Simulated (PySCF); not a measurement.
**Level of theory and adiabatic energies of losing or gaining an electron: phosphonium**

Structure: `[PH4+]` ([PH4]+).

All levels share the PBE0-D3(BJ)/def2-SVP structures and the PBE0-D3(BJ)/def2-SVP thermal terms; only the single-point energies (PySCF) change. Values are adiabatic energies of losing or gaining an electron (0 K, eV).

| level | recombination energy to the radical | time |
| --- | --- | --- |
| HF/jun-cc-pV(T+d)Z | 4.96 | 1.2 s |
| MP2/jun-cc-pV(T+d)Z | 5.53 | 8.4 s |
| CCSD(T)/jun-cc-pV(T+d)Z | 5.68 | 2.8 min |
| CAM-B3LYP-D3(BJ)/ma-def2-TZVP | 5.86 | – |

Times are wall times for all single points of a level on 1 thread of Arm Neoverse V1, a shared host; the dash marks the run that also made the structures.

Hartree-Fock leaves out electron correlation, so its ionisation energies and electron affinities from energy differences come out too low, often by 1 eV or more.

The spread: 0.89 eV, from 4.96 to 5.86.

Differences come from unrounded values, so a last digit can differ from that of the printed terms.
